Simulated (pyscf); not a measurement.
Single points on ωB97X-D3(BJ)/def2-SVP structures (PySCF, gas phase). MP2 and CC: frozen core, UHF for open shells. ΔMP2 is the change of the MP2 total energy from the triple- to the quadruple-zeta basis.

Question: For the elementary gas-phase step PH₂• + H₂O → HO–PH₂ + H• (doublet surface; H–O broken, O–P formed), what barrier and reaction energy does CCSD(T)/def2-TZVPP + ΔMP2(QZVPP) give, measured from the separated reactants?

Answer: ΔE‡ = 2.13 eV, ΔE = +1.41 eV. Zero-point energy shifts the barrier by -0.08 eV. It is a substitution at O, with an imaginary mode of 1695i cm⁻¹. This is the saddle that the search found; another between the same sides may lie lower. The angle at the attacked O is 150°. The CCSD(T) − MP2 part came from Ansatz, without density fitting, on the same reference.
